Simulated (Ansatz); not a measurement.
System: solid iodine. Method: r²SCAN in Ansatz (plane waves, PAW).

Settings: plane-wave cutoff 560 eV, 8×8×4 k mesh (along the axes of the cell as run), Fermi–Dirac smearing 0.01 eV, scalar-relativistic PAW data made under PBE.

Cell (measured lattice):

Space group Cmce (No. 64); a = 7.258 Å, b = 4.783 Å, c = 9.824 Å, α = β = γ = 90.00°

```json
[
 {"atom": "I", "site": "8f", "symmetry": "m..", "x": "0.0000", "y": "0.1549", "z": "0.1175"}
]
```
(The calculation used a cell of 4 atoms; values per cell refer to that cell.)

Estimate the band gap and smallest direct gap on the k points sampled that the calculation returns.


* **band gap**: 1.32 eV
* **smallest direct gap on the k points sampled**: 1.53 eV

Note: cell and atoms aren't relaxed at this level (largest force component 0.14 eV/Å, pressure 0.2 GPa).

Spin–orbit coupling is not included; with these elements it can move the gap by several tenths of an eV or more.

Ansatz is an electronic-structure program.
